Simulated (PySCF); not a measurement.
# C5H7F: the cost of one run

Programs: PySCF 2.14.0, with density-fitted response routines of our own. Each step states its level of theory. These are calculated values for one molecule in the gas phase, unless marked as measured. Atoms count from 0, in the outputs and in this text.

### 1 The molecule as given

13 atoms, charge 0, multiplicity 1; geometry from: GFN2-xTB. The atoms were then displaced at random by about 0.01 Å, so the start is not that level's minimum.

Bonds of the start (Å): C0–C1 1.32, C1–C2 1.31, C2–C3 1.46, C2–C4 1.50, C4–F5 1.39, C0–H6 1.07, C0–H7 1.09, C3–H8 1.13, C3–H9 1.10, C3–H10 1.07, C4–H11 1.11, C4–H12 1.12.

### 2 Optimising the geometry at PBE0-D3(BJ)/def2-SVP

Job settings and geometry (Å):

```
{"job": {"xc": "PBE0", "basis": "def2-SVP", "d3": "d3bj", "grid": 1, "shake": 0.01, "kind": "geom"}, "charge": 0, "multiplicity": 1}
C      2.396590    -0.322130    -0.281190
C      1.093920    -0.150730    -0.143680
C     -0.205910     0.004200    -0.020860
C     -1.129730    -1.131630    -0.064810
C     -0.786560     1.362120     0.214370
F     -1.380110     1.433520     1.467830
H      3.032380    -0.488450     0.556960
H      2.866920    -0.234760    -1.257350
H     -1.762570    -1.134330     0.868720
H     -1.840100    -1.014580    -0.899010
H     -0.653600    -2.086890    -0.145920
H     -0.017980     2.156270     0.204270
H     -1.607450     1.590510    -0.509660
```

On the command line:

```sh
OMP_NUM_THREADS=1 python probes_run.py task.json out
```

One launch serves the whole session: the jobs run in the order shown.

Q: Estimate the wall time and peak memory of this first job on 1 thread of Arm Neoverse V1, shared host.

About 33 s, with a peak of 0.51 GiB.
